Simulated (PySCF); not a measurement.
Geometry (Å), atoms numbered from 1 in this order:
```xyz
4

Al    0.051   -0.055    0.036
H    -1.289   -0.901   -0.006
H     0.063    1.438   -0.498
H     1.378   -0.696    0.622
```

Geometry: PBE0-D3(BJ)/def2-TZVP; GIAO absolute shieldings from PySCF 2.14.0 with density-fitted response routines, gas phase, non-relativistic, averaged over equivalent atoms.

At PBE0/pcSseg-2 (85 basis functions, 3.2 s wall time on 1 thread of an Arm Neoverse N1, shared host):
```json
{"atoms": "Al1", "σ (ppm)": "277.6"}
{"atoms": "H2/H3/H4", "σ (ppm)": "25.94"}
```

What do these become at wB97X-D/pcSseg-2?

Results:


```json
{"atoms": "Al1", "σ at wB97X-D/pcSseg-2": "283.2", "change": "+5.6"}
{"atoms": "H2/H3/H4", "σ at wB97X-D/pcSseg-2": "26.16", "change": "+0.22"}
```

The largest change is at Al1 (aluminium bonded to 3 H). Cost: 85 basis functions, 2.3 s wall time on 1 thread of an Arm Neoverse N1, shared host.
